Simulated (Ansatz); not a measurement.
The input, for Ansatz 0.2.0:

```yaml
crystal:
  periodic: [false, false, false]
  atoms:
    - {symbol: Co, position_ang: [-0.423748, 0.003371, 0.002483]}
    - {symbol: C, position_ang: [1.583352, -0.012598, -0.009277]}
    - {symbol: H, position_ang: [1.961456, -1.041141, -0.006411]}
    - {symbol: H, position_ang: [1.978888, 0.501465, 0.873992]}
    - {symbol: H, position_ang: [1.968411, 0.492665, -0.902201]}
basis:
  gaussian: {orbitals: def2-SVP}
magnetization: {spin_polarized: true, initial_magnetization: 4}
correlation: {method: ccsdt_q, electrons: outside_noble_gas}
```

```sh
$ ansatz run in.yaml --threads 2 --pin off --events-out ev --progress --plain --max-ram 23808MiB --backend cuda --devices 0, --max-vram 18GiB
```

Question: Roughly how long does this take on 2 threads of AMD EPYC 7R13 with a shared H100 80 GB, shared host, and how much host memory?

Answer: 23 s wall and 1 GiB.

```
1136 factors; integrals over basis functions are off by at most 2.3e-7 eV
mean field evaluation 1: about -38657.5445 eV, gradient 2.0e1 eV
mean field evaluation 2: about -38657.6691 eV, gradient 2.0e1 eV
mean field evaluation 4: about -38660.5775 eV, gradient 3.7e0 eV
mean field evaluation 8: about -38660.9239 eV, gradient 3.7e-1 eV
mean field evaluation 16: about -38660.9287 eV, gradient 2.9e-6 eV
mean field evaluation 32: about -38660.9260 eV, gradient 3.4e-1 eV
mean field evaluation 64: about -38660.9255 eV, gradient 2.9e-2 eV
mean field evaluation 96: about -38660.7783 eV, gradient 7.1e0 eV
mean field evaluation 128: about -38660.8962 eV, gradient 3.0e-4 eV
mean field evaluation 160: about -38660.8834 eV, gradient 1.1e0 eV
...
cycle   1  -8.92118771 eV  update   1.5e-6
cycle   2  -8.92118743 eV  change    2.8e-7 eV  update   1.5e-6
cycle   3  -8.92118683 eV  change    6.0e-7 eV  update   1.4e-6
cycle   4  -8.92118719 eV  change   -3.7e-7 eV  update   1.3e-6
cycle   5  -8.92118896 eV  change   -1.8e-6 eV  update   1.2e-6
cycle   6  -8.92119053 eV  change   -1.6e-6 eV  update   1.1e-6
cycle   7  -8.92119065 eV  change   -1.1e-7 eV  update   9.6e-7
cycle   8  -8.92119262 eV  change   -2.0e-6 eV  update   7.0e-7
cycle   9  -8.92119442 eV  change   -1.8e-6 eV  update   3.3e-7
cycle  10  -8.92119465 eV  change   -2.2e-7 eV  update   2.1e-7
perturbative correction -0.00430993 eV, -0.0001583871 hartree
Total energy: -38669.85421423 eV, -1421.0909310042 hartree
```
